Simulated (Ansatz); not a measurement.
bcc Fe, treated with BLYP (Ansatz, a quantum-chemistry and plane-wave program, PAW).

From the output:

```
Crystal: 1 atoms, lattice volume = 11.777 Å³
Basis set: ecut = 520 eV, 321 PW (Γ), exchange–correlation on 40×40×40 points (8 copies of the dense FFT grid, shifted against one another)
Bands: 14, of which v1, the nominal top of the filled ones, is band 8 counted from 1 (7 counted from 0)
Symmetry: 48 space group operations
Space group: Im-3m (ITA 229), of the structure as read, at distance tolerance 2.3e-5 Å
k-points: 511 of 17576
Initial density: superposition of atomic densities (chi_scale 0.1, normalization cell)
Functional: x = b88, c = lyp
SCF 1 converged in 11 iterations: F = -4488.171452 eV  dr2 = 1.27e-12
SCF converged after 11 iterations
Magnetization: 2.1992 μB (9.0996 up, 6.9004 down)
Free energy (F): -4488.171452 eV
Internal energy: -4488.163181 eV  (E = F + TS)
E sigma→0 (E₀):  -4488.167316 eV
Fermi energy:    18.193131 eV
--- Stress (GPa, compression-positive) ---
        1.152318      -0.000000      -0.000000
       -0.000000       1.152318      -0.000000
       -0.000000       0.000000       1.152318
  P = ⅓ Tr σ = 1.1523 GPa (11.523 kbar)
```

**Question.** Write an input file that could have produced this run (the log leaves some choices open).

**Answer.** One answer among several that fit: 
Ansatz 0.2 input:
```yaml
crystal:
  lattice:
    - [-1.43325, 1.43325, 1.43325]
    - [1.43325, -1.43325, 1.43325]
    - [1.43325, 1.43325, -1.43325]
  atoms:
    - { symbol: Fe, position: [0.0, 0.0, 0.0], spin: 2.5 }
basis:
  ecutwfc: 520
  ecutrho_ratio: 4
  xc_grid: 2
kpoints:
  mp_grid: { grid: [26, 26, 26] }
hamiltonian:
  xc: blyp
  dispersion: none
  pseudopotentials: { kind: paw }
scf:
  occupations: { method: fermi_dirac, width: 0.05 }
  convergence: { dr2_threshold: 0.0000000001 }
output:
  forces: false
  stress: true
  eigenvalues: true
magnetization:
  spin_polarized: true
```

The PAW data were made under PBE.

Note: cell and atoms aren't relaxed at this level (pressure 1.2 GPa).
